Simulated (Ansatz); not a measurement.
in.yaml

```yaml
crystal:
  periodic: [false, false, false]
  atoms:
    - {symbol: Ge, position_ang: [0.000000, 0.009571, 1.694145]}
    - {symbol: O, position_ang: [0.000000, -0.441603, -0.007946]}
    - {symbol: Ge, position_ang: [0.000000, 0.066305, -1.720390]}
    - {symbol: H, position_ang: [0.000000, 1.541486, 2.017516]}
basis:
  gaussian: {orbitals: cc-pVDZ}
magnetization: {spin_polarized: false, initial_magnetization: 5}
correlation: {method: mp2, electrons: outside_noble_gas}
scf: {lower_state_search: full}
```

```sh
$ ansatz run in.yaml --threads 1 --pin off --events-out ev --progress --plain --max-ram 2393MiB
```

**Question.** Roughly how long does this take on 1 thread of Arm Neoverse V1, shared host, and how much host memory?

**Answer.** 32 s wall and 0.22 GiB.

```
827 factors; integrals over basis functions are off by at most 1.1e-3 eV
mean field evaluation 1: about -114990.8480 eV, gradient 2.7e1 eV
mean field evaluation 2: about -114990.8572 eV, gradient 2.7e1 eV
mean field evaluation 4: about -114993.6070 eV, gradient 5.2e0 eV
mean field evaluation 8: about -114993.8383 eV, gradient 6.1e-1 eV
mean field evaluation 16: about -114992.5575 eV, gradient 1.3e-1 eV
mean field evaluation 32: about -114990.2490 eV, gradient 2.4e-6 eV
mean field evaluation 64: about -114990.2792 eV, gradient 2.8e-1 eV
mean field evaluation 96: about -114992.5576 eV, gradient 2.0e-2 eV
mean field evaluation 128: about -114947.9921 eV, gradient 7.9e1 eV
mean field evaluation 160: about -114935.5668 eV, gradient 7.9e1 eV
mean field evaluation 192: about -114927.6060 eV, gradient 1.3e2 eV
mean field evaluation 224: about -114992.4949 eV, gradient 3.4e0 eV
mean field evaluation 256: about -114992.3174 eV, gradient 5.7e0 eV
mean field -114993.84281596 eV, -4225.9457778604 hartree, gradient 2.6e-6 eV, S^2 8.750000; 12 other end points of the search recorded, 0 dependent functions left out
mean field evaluation 288: about -114992.9877 eV, gradient 1.0e1 eV
mean field evaluation 320: about -114992.8748 eV, gradient 2.6e-3 eV
mean field evaluation 352: about -114993.5729 eV, gradient 5.6e0 eV
29 core orbitals not correlated: weight in the atoms' cores, before any rotation towards them, 0.993 or more for the frozen orbitals, at most 0.012 for the correlated occupied ones
reference -114993.84281596 eV, -4225.9457778604 hartree; 10, 5 occupied and 34, 39 virtual orbitals, 827 factors
second order -7.57845240 eV of doubles, -0.06474532 eV of singles
Total energy: -115001.48601368 eV, -4226.2266601958 hartree
```
